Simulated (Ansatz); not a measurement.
## ClF, singlet: the ladder up to full CI

Geometry: a PBE0/def2-TZVP stationary point for this spin.

```json
{"atom": "F", "x (Å)": "0.0000", "y (Å)": "0.0000", "z (Å)": "0.0000"}
{"atom": "Cl", "x (Å)": "0.0000", "y (Å)": "0.0000", "z (Å)": "1.6197"}
```

Basis 6-31G; Ansatz 0.2.0. Only valence electrons are correlated (noble-gas cores frozen), which leaves 14 electrons in 16 orbitals. R marks a restricted (for open shells ROHF) determinant. Active spaces: valence = (14e, 8o) chosen from the atoms' valence shells.

Full CI is exact within this basis and frozen core; it isn't the basis-set limit.

The UHF ⟨S²⟩ is 0.000, the T1 diagnostic (RCCSD) is 0.0084 and the largest doubles amplitude (RCCSD) is 0.125.

```
                   level  E − E(full CI) (kJ/mol)  share of correlation (%)  wall time
                     RHF                    473.3                      0.00          –
                    RMP2                     24.8                     94.77          –
                    CISD                     31.5                     93.34     0.36 s
                   RCCSD                      8.4                     98.23          –
                RCCSD(T)                      2.1                     99.56     0.18 s
                 BCCD(T)                      2.2                     99.54     0.21 s
                  RCCSDT                      1.6                     99.66          –
                  CISDTQ                      1.1                     99.77      3.2 s
               RCCSDT(Q)                      0.0                    100.01     0.99 s
                 RCCSDTQ                      0.1                     99.99      9.5 s
  CASSCF (valence space)                    360.0                     23.93          –
  NEVPT2 (valence space)                     55.9                     88.20     0.24 s
  MRCISD (valence space)                     20.0                     95.78          –
MRCISD+Q (valence space)                      7.1                     98.50     0.81 s
```

The correlation energy at full CI, counted from RHF, is -4.905 eV. That run took 9 s on 2 threads of AMD EPYC 7R13 with a shared H100 80 GB, shared host over 32,722,272 determinants.

Times hold each run's SCF and search for its determinant on a shared host, so for small cases they say little of a method's own cost; they ran on 1 thread of AMD EPYC 7R13.

The full-CI state has the irrep A1 of C2v, in the program's axes (one component, if the state is degenerate).

Natural occupations of full CI about the gap: 1.989 1.989 1.982 1.982 1.935 0.069 0.016 0.016 0.009 0.009; effectively unpaired electrons, Σ n²(2−n)², 0.04.

Atomization energy (electronic, same basis, no zero-point term; atoms at the same level, unrestricted beside the R rows where the molecule is a closed shell, with restricted open-shell steps beyond CCSDT(Q)) at full CI: 88.0 kJ/mol. Errors of other levels:

| level | error (kJ/mol) |
| --- | --- |
| RHF | -167.0 |
| RMP2 | 7.1 |
| CISD | -23.8 |
| RCCSD | -6.0 |
| RCCSD(T) | -1.6 |
| BCCD(T) | -1.7 |
| RCCSDT | -1.5 |
| CISDTQ | -0.9 |
| RCCSDT(Q) | 0.1 |
| RCCSDTQ | 0.0 |
| CASSCF (valence space) | -51.6 |
| NEVPT2 (valence space) | 22.1 |
| MRCISD (valence space) | -12.2 |
| MRCISD+Q (valence space) | -5.0 |

This basis is far from its limit, so the value isn't to be set against a measured one. Truncated CI isn't size-consistent, which counts against it in atomization.
